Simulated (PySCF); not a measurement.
Species: 2-methylbutanenitrile, C5H9N.
SMILES with atom numbers: `[CH3:1][CH2:2][C@@H:3]([CH3:4])[C:5]#[N:6]` (hydrogens: H7, H8, H9 on C1; H10, H11 on C2; H12 on C3; H13, H14, H15 on C4)

Cartesian coordinates in Å at the PBE0-D3(BJ)/def2-SVP level; atoms count from 1:
```
atom  x, y, z in Å
C1     1.8653    0.6080    0.3259
C2     0.5630   -0.0839    0.6879
C3    -0.4249   -0.2140   -0.4806
C4    -1.6877   -0.9864   -0.0968
C5    -0.7739    1.1063   -1.0118
N6    -1.0562    2.1583   -1.4039
H7     1.6879    1.6357   -0.0270
H8     2.3982    0.0675   -0.4726
H9     2.5360    0.6644    1.1957
H10    0.0617    0.4524    1.5113
H11    0.7625   -1.1031    1.0587
H12    0.0834   -0.7497   -1.3030
H13   -2.3722   -1.0884   -0.9506
H14   -2.2261   -0.4736    0.7141
H15   -1.4170   -1.9935    0.2527
```

Method: core-valence-separated Tamm–Dancoff BHandHLYP/aug-pcX-1 (pcseg-1 on H) in PySCF, non-relativistic, gas phase, PBE0-D3(BJ)/def2-SVP geometry. No empirical shift is added; at this level the pattern usually sits a few eV under experiment.

The lowest roots of each edge with f over 0.003 (five at most, numbered afresh; weaker and dark ones are left out), with transition dipoles (au) in the frame of the coordinates:

```json
{"root": "1", "edge": "C", "E (eV)": "284.00", "μx": "0.0914", "μy": "0.0294", "μz": "0.0139"}
{"root": "2", "edge": "C", "E (eV)": "284.01", "μx": "0.0228", "μy": "-0.0296", "μz": "-0.0884"}
{"root": "3", "edge": "C", "E (eV)": "285.39", "μx": "0.0360", "μy": "0.0021", "μz": "-0.0050"}
{"root": "4", "edge": "C", "E (eV)": "285.65", "μx": "-0.0213", "μy": "-0.0266", "μz": "0.0112"}
{"root": "5", "edge": "C", "E (eV)": "285.80", "μx": "0.0026", "μy": "0.0283", "μz": "-0.0390"}
{"root": "6", "edge": "N", "E (eV)": "397.36", "μx": "0.0195", "μy": "0.0330", "μz": "0.0706"}
{"root": "7", "edge": "N", "E (eV)": "397.38", "μx": "-0.0755", "μy": "-0.0099", "μz": "0.0251"}
```

Problem. What are the oscillator strengths?

Solution. f = (2/3) ΔE |μ|², with ΔE in hartree (27.2114 eV):

| root | ΔE (Eh) | \|μ\|² (au) | f | core hole on |
| --- | --- | --- | --- | --- |
| 1 | 10.4367 | 0.009418 | 0.066 | C5 |
| 2 | 10.4372 | 0.009203 | 0.064 | C5 |
| 3 | 10.4879 | 0.001324 | 0.009 | C1 |
| 4 | 10.4973 | 0.001284 | 0.009 | C4 |
| 5 | 10.5031 | 0.002327 | 0.016 | C2 |
| 6 | 14.6026 | 0.006451 | 0.063 | N6 |
| 7 | 14.6035 | 0.006430 | 0.063 | N6 |

Problem. Molecules are fixed in this frame and the field points along z. What effective strengths 3 f cos²θ do the roots have (θ between field and μ)?

Solution. root 1 (C5): 0.004, root 2 (C5): 0.163, root 3 (C1): 0.001, root 4 (C4): 0.003, root 5 (C2): 0.032, root 6 (N6): 0.145, root 7 (N6): 0.018. Root 2 is the strongest. Averaged over all orientations cos²θ is 1/3, which gives f back.

Time: 32 s; peak memory 0.89 GiB. Hardware: one thread of an Intel Xeon Platinum 8259CL at 2.50 GHz, no GPU, shared host with 96 logical CPUs at a one-minute load of 49.

One conformer stands for the species.
